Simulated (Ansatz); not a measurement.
CF2 (`F[C]F`), relaxed with RKS PBE0-D4/def2-TZVP in Ansatz from a GFN2-xTB geometry. The force threshold is 0.005 eV/Å; the program also tests the step.

Total charge 0; spin multiplicity 1.

Start:

```xyz
3

F    -0.550   -0.812    0.611
C    -0.167    0.376    0.184
F     0.717    0.436   -0.794
```

(1) How much energy does the relaxation release, and in how many steps? (An estimate is asked.)

(2) Which bonds change most? (Best estimate.)

(3) Give the relaxed structure. (An estimate is asked.)

## Answers

(1) The calculation gave: 39.60 kJ/mol, in 5 steps.

(2) Computed: C2–F3 from 1.320 to 1.296 Å; F1–C2 from 1.320 to 1.296 Å.

(3) Computed: 
```xyz
3

F    -0.476   -0.785    0.529
C    -0.195    0.440    0.215
F     0.671    0.345   -0.744
```
